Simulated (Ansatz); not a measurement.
Pulling the pair apart

The pair of H₂O (SMILES O, atoms 1–3) and Cl₂ (SMILES ClCl, atoms 4–5), both closed shells, in one local arrangement (a lower one may exist), relaxed at PBE0-D4/def2-TZVP:

```json
{"atom": "O1", "x (Å)": "0.2185", "y (Å)": "-0.1672", "z (Å)": "-1.6172"}
{"atom": "H2", "x (Å)": "0.5332", "y (Å)": "0.1702", "z (Å)": "-0.7746"}
{"atom": "H3", "x (Å)": "-0.7367", "y (Å)": "-0.1920", "z (Å)": "-1.5307"}
{"atom": "Cl4", "x (Å)": "0.6964", "y (Å)": "0.7758", "z (Å)": "1.8094"}
{"atom": "Cl5", "x (Å)": "-0.7113", "y (Å)": "-0.5868", "z (Å)": "2.1132"}
```

Cl₂ is shifted rigidly along the line between the mean atom positions of the two fragments (negative: closer). Counterpoise interaction energies in kcal/mol. Program: Ansatz 0.2.0. Basis: def2-TZVPPD. Cores are frozen in the correlated methods.

| shift (Å) | wB97M-V | MP2 | HF |
| --- | --- | --- | --- |
| -0.27 | -0.64 | -0.34 | 1.63 |
| -0.13 | -0.95 | -0.71 | 0.86 |
| 0.00 | -1.05 | -0.86 | 0.39 |
| 0.13 | -1.03 | -0.90 | 0.11 |
| 0.32 | -0.92 | -0.84 | -0.10 |
| 0.66 | -0.67 | -0.64 | -0.20 |
| 1.33 | -0.34 | -0.33 | -0.16 |
| 2.66 | -0.10 | -0.10 | -0.06 |

Question: What does CCSD(T) give at these shifts? (An estimate is asked for; the value comes from the calculation.)

Answer: Computed: -0.25, -0.65, -0.82, -0.86, -0.82, -0.62, -0.32, -0.09 kcal/mol. For zero shift, CCSD(T) at an estimated basis limit (MP2 extrapolated from triple and quadruple zeta, plus CCSD(T) − MP2 in triple zeta) gives -1.10 kcal/mol. These are counterpoise interaction energies, counted from the two frozen fragments.

The T1 diagnostic stays at or below 0.010.

For scale, one of the runs: CCSD(T)/def2-TZVPPD, 176 basis functions, launched by `ansatz run in.yaml --threads 2 --pin off --events-out ev --progress --plain --max-ram 5222MiB`. The run took 23 s on 2 CPU threads of an AMD EPYC 7R13 (shared host), with 1.5 GiB of host memory at its peak.
